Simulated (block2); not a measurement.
# [S3]2− ([S3]2-) at DMRG/ANO-RCC-MB

Aim: the vertical ionisation energy of [S3]2− ([S3]2-) at DMRG/ANO-RCC-MB, from 2 runs. 

The calculation is run with block2 0.5.4.

## Step 1: The system as given

The species is [S3]2− (3 atoms), meant as a singlet with charge -2. Geometry: relaxed at GFN2-xTB.

Bond lengths: S1–S2 2.028 Å, S2–S3 2.028 Å. Angles: S1–S2–S3 112.4°.

## Step 2: A single-point energy at DMRG/ANO-RCC-MB

make_fcidump.py reads:

```python
import numpy as np
from pyscf import ao2mo, cc, dft, gto, lo, mcscf, mp, scf
from pyscf.tools import fcidump

geom = [
    ("S", (0.713590, -0.159090, 1.564150)),
    ("S", (-0.405490, 0.630300, 0.067980)),
    ("S", (-0.308100, -0.471200, -1.632130)),
]
mol = gto.M(
    atom=geom,
    basis="ano-rcc-mb",
    charge=-2,
    spin=0,
    verbose=3,
)
print("basis functions = %d" % (mol.nao))
mf = scf.RHF(mol)
mf.conv_tol = 1e-10
mf.max_cycle = 200
mf.kernel()
if not mf.converged:
    mf = mf.newton().run(mf.mo_coeff, mf.mo_occ)
print("E(HF) = %.10f" % (mf.e_tot))
# single-reference ladder for comparison
ref = mf
pt = mp.MP2(ref, frozen=15).run()
mycc = cc.CCSD(ref, frozen=15)
mycc.max_cycle = 150
mycc.kernel()
print("E(MP2) = %.10f" % (pt.e_tot))
if mycc.converged:
    print(f"E(CCSD) = {mycc.e_tot:.10f}")
    print(f"CCSD(T) total energy = {mycc.e_tot + mycc.ccsd_t():.10f}")
    print("T1 = %.4f" % (mycc.get_t1_diagnostic()))
# a few density functionals on the same geometry and basis
ks = dft.RKS(mol, xc="tpssh").set(conv_tol=1e-9, verbose=3).run()
if ks.converged:
    print(f"E(TPSSh) = {ks.e_tot:.8f}")
ks = dft.RKS(mol, xc="pbe").set(conv_tol=1e-9, verbose=3).run()
if ks.converged:
    print(f"E(PBE) = {ks.e_tot:.8f}")
ks = dft.RKS(mol, xc="b3lyp").set(conv_tol=1e-9, verbose=3).run()
if ks.converged:
    print(f"E(B3LYP) = {ks.e_tot:.8f}")
# split localisation
mo = mf.mo_coeff.copy()
for a, b in ((15, 25), (25, 27)):
    if b - a > 1:
        mo[:, a:b] = lo.Boys(mol, mo[:, a:b]).kernel()
mf.mo_coeff = mo
# FCIDUMP for the DMRG program
cas = mcscf.CASCI(mf, 12, 20)
h1, ecore = cas.get_h1eff()
fcidump.from_integrals("FCIDUMP", h1, cas.get_h2eff(), 12, 20, nuc=ecore, ms=0)
# FCI check
ci = mcscf.CASCI(mf, 12, (10, 10))
ci.fix_spin_(ss=0)
ci.fcisolver.conv_tol = 1e-10
ci.fcisolver.max_cycle = 200
ci.kernel()
print(f"E(FCI) = {ci.e_tot:.10f}")
```

input.conf reads:

```
sym c1
orbitals FCIDUMP
nelec 20
spin 0
irrep 1
occ 2 2 2 2 2 2 2 2 2 2 0 0
cbias 0.2
schedule
0 50 1E-07 1E-04
2 100 1E-07 1E-05
6 100 1E-08 0.0
end
maxiter 12
sweep_tol 1E-06
noreorder
mem 1g
num_thrds 1
prefix ./tmp
outputlevel 2
onepdm
```

On the command line:

```
$ python make_fcidump.py && block2main input.conf
```

Standard output:

```text
$ python make_fcidump.py
basis functions = 27
converged SCF energy = -1191.45769796987
E(HF) = -1191.4576979699
E(RMP2) = -1191.48486193191  E_corr = -0.0271639620430769
E(SCS-RMP2) = -1191.4883532778  E_corr = -0.0306553079285242
E(CCSD) = -1191.495626374312  E_corr = -0.03792840444455103
E(MP2) = -1191.4848619319
E(CCSD) = -1191.4956263743
CCSD(T) correction = -0.000405215182836548
CCSD(T) total energy = -1191.4960315895
T1 = 0.0075
converged SCF energy = -1193.56755208998
E(TPSSh) = -1193.56755209
converged SCF energy = -1193.01569346449
E(PBE) = -1193.01569346
converged SCF energy = -1193.5706812935
E(B3LYP) = -1193.57068129
CASCI E = -1191.49622736564  E(CI) = -54.1202154031419  S^2 = 0.0000000
E(FCI) = -1191.4962273656

$ block2main input.conf

[... 82 lines left out ...]
 <-- Site =   10-  11 .. Mmps =    3 Ndav =   1 E =  -1191.4792950206 Error = 0.00e+00 FLOPS = 1.41e+09 Tdav = 0.00 T = 0.00
[... 21 lines left out ...]
 --> Site =    2-   3 .. Mmps =   27 Ndav =   1 E =  -1191.4962147609 Error = 0.00e+00 FLOPS = 2.10e+09 Tdav = 0.00 T = 0.00
[... 21 lines left out ...]
 <-- Site =    6-   7 .. Mmps =   89 Ndav =   1 E =  -1191.4962273120 Error = 7.58e-15 FLOPS = 5.51e+09 Tdav = 0.00 T = 0.01
[... 21 lines left out ...]
 --> Site =    6-   7 .. Mmps =  100 Ndav =   1 E =  -1191.4962273120 Error = 2.74e-13 FLOPS = 5.34e+09 Tdav = 0.00 T = 0.02
[... 21 lines left out ...]
 <-- Site =    2-   3 .. Mmps =   91 Ndav =   1 E =  -1191.4962273120 Error = 1.40e-14 FLOPS = 3.93e+09 Tdav = 0.00 T = 0.01
[... 21 lines left out ...]
 --> Site =   10-  11 .. Mmps =    3 Ndav =   1 E =  -1191.4962273563 Error = 6.92e-18 FLOPS = 1.02e+08 Tdav = 0.00 T = 0.00
[... 47 lines left out ...]
 <-- Site =    5-   6 .. Nterms =           13 Error =  0.000000000000/ 0.000000000000 FLOPS = 2.68e+09 Tmult = 0.00 T = 0.00
 <-- Site =    4-   5 .. Nterms =           15 Error =  0.000000000000/ 0.000000000000 FLOPS = 2.47e+09 Tmult = 0.00 T = 0.00
 <-- Site =    3-   4 .. Nterms =           17 Error =  0.000000000000/ 0.000000000000 FLOPS = 1.98e+09 Tmult = 0.00 T = 0.00
 <-- Site =    2-   3 .. Nterms =           19 Error =  0.000000000000/ 0.000000000000 FLOPS = 1.71e+09 Tmult = 0.00 T = 0.00
 <-- Site =    1-   2 .. Nterms =           21 Error =  0.000000000000/ 0.000000000000 FLOPS = 1.25e+09 Tmult = 0.00 T = 0.00
 <-- Site =    0-   1 .. Nterms =           23 Error =  0.000000000000/ 0.000000000000 FLOPS = 5.66e+08 Tmult = 0.00 T = 0.00
[... 7 lines left out ...]
NPDM Sorting | Nsites =    12 | Nmaxops =  2 | DotSite = 2 | SymbolFree = T | Compressed = T | LowMem = F | Mem = 1.12 KB
 Site =     0 ..  T = 0.000
 Site =     1 ..  T = 0.000
 Site =     2 ..  T = 0.000
 Site =     3 ..  T = 0.000
 Site =     4 ..  T = 0.000
 Site =     5 ..  T = 0.000
 Site =     6 ..  T = 0.000
 Site =     7 ..  T = 0.000
 Site =     8 ..  T = 0.000
 Site =     9 ..  T = 0.000
 Site =    10 ..  T = 0.000
Ttotal =      0.000

DMRG OCC =   1.976 1.976 1.996 1.996 1.996 1.994 1.996 1.994 1.996 1.996 0.043 0.043
```

Run time: 7.4 s. Hardware: 1 thread of Intel Xeon 6975P-C (Granite Rapids), shared host; peak memory 0.21 GiB.

## Step 3: Doublet [S3]−: a single-point energy at DMRG/ANO-RCC-MB

integrals.py reads:

```python
from pyscf import ao2mo, cc, dft, gto, mcscf, mp, scf
from pyscf.tools import fcidump

mol = gto.M(atom="""
S      0.713590    -0.159090     1.564150
S     -0.405490     0.630300     0.067980
S     -0.308100    -0.471200    -1.632130
""", basis="ano-rcc-mb", charge=-1, spin=1, verbose=4)
print("basis functions          = %d" % (mol.nao))
mf = scf.ROHF(mol)
mf.conv_tol = 1e-10
mf.max_cycle = 200
mf.kernel()
if not mf.converged:
    mf = mf.newton().run(mf.mo_coeff, mf.mo_occ)
print("reference energy         = %.10f" % (mf.e_tot))
# MP2, CCSD and CCSD(T) with the same frozen core
ref = scf.UHF(mol).run(mf.make_rdm1(), conv_tol=1e-10)
pt = mp.MP2(ref, frozen=15).run()
mycc = cc.CCSD(ref, frozen=15)
mycc.max_cycle = 150
mycc.kernel()
print("E(MP2)                   = %.10f" % (pt.e_tot))
if mycc.converged:
    print("E(CCSD)                  = %.10f" % (mycc.e_tot))
    print(f"E(CCSD(T))               = {mycc.e_tot + mycc.ccsd_t():.10f}")
# a few density functionals on the same geometry and basis
ks = dft.UKS(mol, xc="tpssh").set(conv_tol=1e-9, verbose=3).run(mf.make_rdm1())
if ks.converged:
    print("E(TPSSh)                 = %.8f" % (ks.e_tot))
ks = dft.UKS(mol, xc="pbe").set(conv_tol=1e-9, verbose=3).run(mf.make_rdm1())
if ks.converged:
    print("E(PBE)                   = %.8f" % (ks.e_tot))
ks = dft.UKS(mol, xc="b3lyp").set(conv_tol=1e-9, verbose=3).run(mf.make_rdm1())
if ks.converged:
    print(f"E(B3LYP)                 = {ks.e_tot:.8f}")
# rotate to MP2 natural orbitals
occ_no, mo = mcscf.addons.make_natural_orbitals(mp.MP2(mf.to_uhf(), frozen=15).run())
mf.mo_coeff = mo
# FCIDUMP for the DMRG program
cas = mcscf.CASCI(mf, 12, 19)
h1, ecore = cas.get_h1eff()
fcidump.from_integrals("FCIDUMP", h1, cas.get_h2eff(), 12, 19, nuc=ecore, ms=1)
# exact diagonalisation in the same space
ci = mcscf.CASCI(mf, 12, (10, 9))
ci.fix_spin_(ss=0.75)
ci.fcisolver.conv_tol = 1e-10
ci.fcisolver.max_cycle = 200
ci.kernel()
print("E(FCI)                   = %.10f" % (ci.e_tot))
```

block.conf reads:

```
sym c1
orbitals FCIDUMP
nelec 19
spin 1
irrep 1
occ 2 2 2 2 2 2 2 2 2 1 0 0
cbias 0.2
schedule
0 12 1E-07 1E-03
3 25 1E-07 1E-04
5 50 1E-07 1E-04
7 100 1E-07 1E-05
11 100 1E-08 0.0
end
maxiter 17
sweep_tol 1E-06
noreorder
mem 1g
num_thrds 1
prefix ./tmp
outputlevel 2
onepdm
```

On the command line:

```
$ python integrals.py && block2main block.conf
```

Standard output:

```text
$ python integrals.py

[INPUT] verbose = 4
[INPUT] num. atoms = 3
[INPUT] num. electrons = 49
[INPUT] charge = -1
[INPUT] spin (= nelec alpha-beta = 2S) = 1
[INPUT] symmetry False subgroup None
[INPUT] Mole.unit = angstrom
[INPUT] Symbol           X                Y                Z      unit          X                Y                Z       unit  Magmom
[INPUT]  1 S      0.713590000000  -0.159090000000   1.564150000000 AA    1.348489665228  -0.300636529157   2.955815117738 Bohr   0.0
[INPUT]  2 S     -0.405490000000   0.630300000000   0.067980000000 AA   -0.766265046250   1.191094376313   0.128463581948 Bohr   0.0
[INPUT]  3 S     -0.308100000000  -0.471200000000  -1.632130000000 AA   -0.582224618978  -0.890438949895  -3.084278699686 Bohr   0.0

nuclear repulsion = 173.783652980055
number of shells = 6
number of NR pGTOs = 159
number of NR cGTOs = 27
basis = ano-rcc-mb
ecp = {}
CPU time:         0.40
basis functions          = 27

[... 205 lines left out ...]
sorting_mo_energy = False
[... 111 lines left out ...]
 <-- Site =    3-   4 .. Mmps =   12 Ndav =   4 E =  -1191.6969435757 Error = 3.85e-05 FLOPS = 2.69e+08 Tdav = 0.00 T = 0.00
[... 38 lines left out ...]
 <-- Site =    4-   5 .. Mmps =   25 Ndav =   4 E =  -1191.7108850254 Error = 1.72e-06 FLOPS = 1.83e+09 Tdav = 0.00 T = 0.00
[... 38 lines left out ...]
 <-- Site =    5-   6 .. Mmps =   50 Ndav =   6 E =  -1191.7140014333 Error = 1.05e-05 FLOPS = 6.02e+09 Tdav = 0.01 T = 0.02
[... 38 lines left out ...]
 <-- Site =    6-   7 .. Mmps =  100 Ndav =   4 E =  -1191.7143480026 Error = 3.57e-07 FLOPS = 9.57e+09 Tdav = 0.01 T = 0.02
[... 38 lines left out ...]
 <-- Site =    7-   8 .. Mmps =  100 Ndav =   1 E =  -1191.7144186614 Error = 0.00e+00 FLOPS = 5.10e+09 Tdav = 0.00 T = 0.02
[... 38 lines left out ...]
 <-- Site =    8-   9 .. Mmps =   32 Ndav =   1 E =  -1191.7144201259 Error = 6.38e-26 FLOPS = 4.66e+09 Tdav = 0.00 T = 0.01
[... 55 lines left out ...]
 --> Site =    5-   6 .. Nterms =           13 Error =  0.000000000367/ 0.000000000000 FLOPS = 8.61e+09 Tmult = 0.00 T = 0.00
 --> Site =    6-   7 .. Nterms =           11 Error =  0.000000000000/ 0.000000000000 FLOPS = 2.78e+09 Tmult = 0.00 T = 0.00
 --> Site =    7-   8 .. Nterms =            9 Error =  0.000000000000/ 0.000000000000 FLOPS = 5.70e+09 Tmult = 0.00 T = 0.00
 --> Site =    8-   9 .. Nterms =            7 Error =  0.000000000000/ 0.000000000000 FLOPS = 4.12e+09 Tmult = 0.00 T = 0.00
 --> Site =    9-  10 .. Nterms =            5 Error =  0.000000000000/ 0.000000000000 FLOPS = 1.81e+09 Tmult = 0.00 T = 0.00
 --> Site =   10-  11 .. Nterms =            4 Error =  0.000000000000/ 0.000000000000 FLOPS = 1.62e+08 Tmult = 0.00 T = 0.00
[... 7 lines left out ...]
NPDM Sorting | Nsites =    12 | Nmaxops =  2 | DotSite = 2 | SymbolFree = T | Compressed = T | LowMem = F | Mem = 1.12 KB
 Site =     0 ..  T = 0.000
 Site =     1 ..  T = 0.000
 Site =     2 ..  T = 0.000
 Site =     3 ..  T = 0.000
 Site =     4 ..  T = 0.000
 Site =     5 ..  T = 0.000
 Site =     6 ..  T = 0.000
 Site =     7 ..  T = 0.000
 Site =     8 ..  T = 0.000
 Site =     9 ..  T = 0.000
 Site =    10 ..  T = 0.000
Ttotal =      0.000

DMRG OCC =   1.999 1.997 1.998 1.986 1.983 1.979 1.956 1.957 1.944 1.062 0.078 0.061
```

It took 11 s on 1 thread of Intel Xeon 6975P-C (Granite Rapids), shared host; peak memory 0.22 GiB.

## Step 4: Summary of results

Level: DMRG/ANO-RCC-MB, 15 core orbitals frozen.

```
                                              quantity           value
                  run 1, DMRG/ANO-RCC-MB: total energy  -1191.49623 Eh
run 1, DMRG/ANO-RCC-MB: T1 diagnostic of the CCSD step           0.007
                           doublet [S3]−: total energy  -1191.71442 Eh
     vertical ionisation energy (to the doublet anion)       -5.937 eV
```

In words: The species is unbound against losing an electron at this level, by 5.94 eV (−137 kcal/mol); missing correlation or diffuse functions can give that sign where the real anion is bound. In a minimal basis such a difference can be off by several eV, whatever the method. The basis (run 1, DMRG/ANO-RCC-MB) was made for a relativistic Hamiltonian, but the run is non-relativistic. The basis (doublet [S3]−) was made for a relativistic Hamiltonian, but the run is non-relativistic.
